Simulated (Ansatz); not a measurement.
Phonon frequency of some cubic tetrahedrally bonded semiconductors and semimetals

Method: revPBE in Ansatz (plane waves, PAW). References are measured values at room or unstated temperature, uncorrected unless marked, so that the deviations hold thermal and zero-point effects besides the level's error. The table is a random draw of 8 from 34 values with such references.

Values in cm⁻¹.

| solid | reference | revPBE | deviation (%) |
|---|---|---|---|
| diamond (L TA) | 550 (547–564) | 544 | -1.1 |
| zinc-blende InP (X TO) | 324 | 293 | -9.6 |
| diamond (L LA) | 1029 | 1029 | 0.0 |
| zinc-blende InP (L TA) | 55 | 55 | 0.0 |
| 3C-SiC (L LA) | 610 | 596 | -2.3 |
| zinc-blende GaAs (X TA) | 82 (79–82) | 76 | -7.3 |
| diamond (L TO) | 1206 | 1183 | -1.9 |
| 3C-SiC (L TO) | 766 | 741 | -3.3 |

Over these 8 values the mean deviation is -3.2 %, the mean absolute deviation 3.2 % (median 2.1 %), and the worst case zinc-blende InP (X TO) at -9.6 %; the value is below the reference in 6 of 8 cases. Over all 34, from unrounded values, the mean deviation is -5.2 % and the mean absolute deviation 5.2 % (median 3.9 %).

Spin–orbit coupling is left out, also for the solids with elements from indium on (zinc-blende InP); its size isn't shown.

Brackets give the range of the sources taken for a reference, where it is wide; it can hold other temperatures.

Differences are worked out from the printed values.

Each level is taken at its own relaxed cell. Ansatz's density-functional and Hartree–Fock values are scalar-relativistic unless marked +SOC, with PAW data made under PBE.

Not in this set, of the tetrahedrally bonded semiconductors and semimetals with a reference value in our tables and a result at some level: 21 for a doubt noted on the run at revPBE; 16 for no value at revPBE (not run, a failed fit, an unstable or unbound cell, or a value held back for tests); 12 for a reference of another kind, counted apart. These can be a level's best or worst cases. At least 16 more with a reference value are held back for tests. Solids without a released value at any level aren't counted. Layered and molecular crystals are counted apart. The metals Ce to Yb are counted apart.

References as tabulated in arXiv:cond-mat/0412643; Ioffe Institute, NSM Archive: InP, mechanic properties page; Wang et al. (1996), arXiv:mtrl-th/9510002; Giannozzi et al., Phys. Rev. B (1991).

Ansatz is a quantum-chemistry and plane-wave program.
